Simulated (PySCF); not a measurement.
CH2S.
Geometry (PBE0-D3(BJ)/def2-TZVP, Å), atoms numbered from 1 in this order:
```xyz
4
CH2S angstrom
C     -0.0900   -0.0382   -0.0234
S      1.3588    0.4252    0.4704
H     -0.3921    0.0198   -1.0695
H     -0.8393   -0.4324    0.6634
```

Level: wB97X-D/pcSseg-2 in PySCF, non-relativistic, on one gas-phase PBE0-D3(BJ)/def2-TZVP geometry that isn't relaxed in the solvent. The solvent is an IEF-PCM continuum (Bondi radii, 1.10 Å for H, scaled by 1.2). Only the electrostatic response of the medium enters.

Gas phase at wB97X-D/pcSseg-2: HOMO -8.61 eV, LUMO -0.76 eV, dipole 1.85 D.

What does the continuum do to the energy, the frontier levels and the dipole at wB97X-D/pcSseg-2 in chloroform?

```json
{"solvent": "chloroform", "ε": "4.711", "E(solvent) − E(gas) (kcal/mol)": "-1.94", "polarisation term (kcal/mol)": "-2.32", "distortion of the solute (kcal/mol)": "0.38", "HOMO (eV)": "-8.63", "LUMO (eV)": "-0.68", "dipole (D)": "2.42"}
```

Polarisation term: ½ Σ q·V over the induced surface charges. Distortion: the rise of the solute's own energy as its density leaves the gas-phase optimum.

Which radius a makes the point-dipole formula ΔE = −[(ε − 1)/(2ε + 1)]·μ²/a³ give the value in chloroform, with the gas-phase dipole?

μ = 0.729 au and |ΔE| = 0.00309 Eh give a = 2.09 Å; the farthest nucleus lies 1.49 Å from the centroid of the nuclei. The formula assumes a rigid point dipole at the centre of a sphere.

Give the dipole vector in the frame of the coordinates (D, pointing from negative to positive charge), gas and chloroform.

Gas (-1.68, -0.54, -0.57), solvent (-2.20, -0.70, -0.75). Its length changes by +31 % and its direction by less than 1°.

On one thread, Arm Neoverse N1 (aarch64), shared host, this took 4.4 s of wall time and 0.38 GiB of memory at its peak. This is the whole shielding run at wB97X-D/pcSseg-2 in chloroform, SCF included.

The pairwise dispersion term of wB97X-D wasn't added to the energies; at a given geometry it leaves orbitals and properties as they are.
